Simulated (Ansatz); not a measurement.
# CH2NO: the cost of one run

Method: the levels named in each step, in Ansatz 0.2.0.

## 1. The starting structure

Bond lengths: N1–C2 1.320 Å, C2–O3 1.201 Å, N1–H4 1.005 Å, N1–H5 1.021 Å. Angles: N1–C2–O3 132.7°, C2–N1–H4 120.2°, C2–N1–H5 123.0°, H4–N1–H5 116.8°.

Coordinates:

```xyz
5

N    -1.1320    0.1833    0.1504
C     0.1776    0.3309    0.0731
O     1.0667   -0.4253   -0.2097
H    -1.7139    0.9607    0.4108
H    -1.6039   -0.7010   -0.0445
```

## 2. A rough first relaxation, PBE-D4/def2-SVP

This run stands in another session on the same molecule. It ended at:

```xyz
5

N    -1.1376    0.1882    0.1522
C     0.1946    0.3473    0.0757
O     1.0579   -0.4435   -0.2136
H    -1.7310    0.9728    0.4157
H    -1.5893   -0.7162   -0.0500
```

## 3. Relaxation, PBE0-D4/def2-TZVPP

This run stands in another session on the same molecule. It ended at:

```xyz
5

N    -1.1366    0.1874    0.1519
C     0.1845    0.3416    0.0751
O     1.0349   -0.4374   -0.2099
H    -1.7173    0.9609    0.4113
H    -1.5710   -0.7039   -0.0483
```

## 4. Frequencies, PBE0-D4/def2-TZVPP

input.yaml

```yaml
crystal:
  periodic: [false, false, false]
  atoms:
    - { symbol: "N", position_ang: [-1.13664589, 0.18736918, 0.15190538] }
    - { symbol: C, position_ang: [0.18447269, 0.34161479, 0.07511948] }
    - { symbol: O, position_ang: [1.0349357, -0.43744358, -0.20990786] }
    - { symbol: H, position_ang: [-1.71731747, 0.96094608, 0.41133223] }
    - { symbol: H, position_ang: [-1.57099502, -0.70386647, -0.04829923] }
magnetization:
  spin_polarized: true
  initial_magnetization: 1
basis:
  gaussian: { orbitals: def2-TZVPP }
hamiltonian:
  xc: pbe0
  dispersion: d4
phonons: {}
```

Started as:

```
ansatz run input.yaml --threads 2 --pin off --max-ram 5120MiB --backend cpu --events-out ev --progress --plain --runs-dir out
```

What time and memory should one allow on 2 threads of Intel Xeon Platinum 8259CL at 2.50GHz (Skylake/Cascade Lake), shared host?

About 20 s, with a peak of 0.21 GiB.
